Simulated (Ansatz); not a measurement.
# Relaxing W3I2

Method: DFT PBE, scalar-relativistic, plane waves, PAW in Ansatz. Cutoff 420 eV, Γ-centred k mesh, Gaussian smearing, no spin polarisation in the final step.

W3I2 was placed on the A-type sesquioxide structure type (P-3m1, No. 164), with I in place of La, W in place of O, at a guessed volume.

```
W I
1.0
     4.58759    0.00000    0.00000
    -2.29379    3.97297    0.00000
     0.00000    0.00000    7.13754
W I
3 2
Cartesian
  0.0000 0.0000 0.0000
  0.0000 2.6486 4.6037
  2.2938 1.3243 2.5338
  0.0000 2.6486 1.7487
  2.2938 1.3243 5.3888
```

Steps on the 6×6×4 mesh (5 atoms). 8 of 8 steps are shown, and the free energy counts from the last. Trial steps that were taken back and renewals of the plane-wave basis can be among the rows.

```csv
step,ΔF (meV/atom),V (Å³/atom),P (GPa),largest force component (eV/Å)
1,523.3,26.02,-16.00,0.146
2,274.2,23.15,-9.06,0.862
3,135.9,21.42,-3.63,1.022
4,39.3,20.38,0.00,0.538
5,2.4,19.76,2.67,0.034
6,-0.5,20.15,-0.53,0.050
7,-0.8,20.08,-0.07,0.019
8,0.0,20.08,-0.08,0.019
```

A final relaxation ran on a 12×12×8 mesh. The relaxed crystal, P-3m1 (No. 164):

```
W I
1.0
     4.49608    0.00000    0.00000
    -2.24804    3.89372    0.00000
     0.00000    0.00000    5.73481
W I
3 2
Direct
  0.00000 0.00000 0.00000
  0.33333 0.66667 0.65769
  0.66667 0.33333 0.34231
  0.33333 0.66667 0.19861
  0.66667 0.33333 0.80139
```

```json
{
  "Volume per atom": "20.08 Å³",
  "Density": "13.32 g/cm³",
  "Energy over the elements": "2.03 eV/atom",
  "Gap on the 12×12×8 mesh": "0 eV (a metal)"
}
```

Energies over the elements count from the elements' standard structures at the same level, with no empirical corrections.

The final run used a 12×12×8 mesh on its 5-atom cell and 0.10 eV smearing. The k mesh leaves about 4 meV/atom of noise in metals. Spin–orbit coupling is left out.

Symmetry constrained the relaxation, so the result can be a saddle point.

Cost: 3 runs of about 3.7 core-minutes in all, on Arm Neoverse V2 (shared hosts).